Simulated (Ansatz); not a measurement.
The cluster LiAl₂ was relaxed with PBE0-D4 (def2-TZVP) in Ansatz in these states: charge +1 singlet, neutral quartet. The geometries follow in no particular order.

A:

```csv
atom,x (Å),y (Å),z (Å)
Al1,-1.4798,0.7600,0.0721
Al2,0.8659,0.7420,1.2134
Li3,0.6139,-1.5020,-1.2856
```

B:

```csv
atom,x (Å),y (Å),z (Å)
Al1,1.0025,0.8652,-0.7475
Al2,-1.1057,-0.6647,-0.8053
Li3,0.1033,-0.2006,1.5527
```

Problem. Judge from the bond lengths which geometry belongs to which state (an estimate).

Solution. A is the charge +1 singlet (Al1–Li3 3.368 Å, Al2–Li3 3.368 Å, Al1–Al2 2.609 Å); B is the neutral quartet (Al1–Li3 2.690 Å, Al2–Li3 2.690 Å, Al1–Al2 2.605 Å).

A triplet lies near this restricted singlet, and broken spin symmetry wasn't tried. At PBE0-D4/def2-TZVP a doublet lies 0.11 eV below the neutral quartet. These are the stationary points nearest to one start from a short search; other shapes may lie lower in each state. The charge +1 singlet has come apart into loosely held pieces.
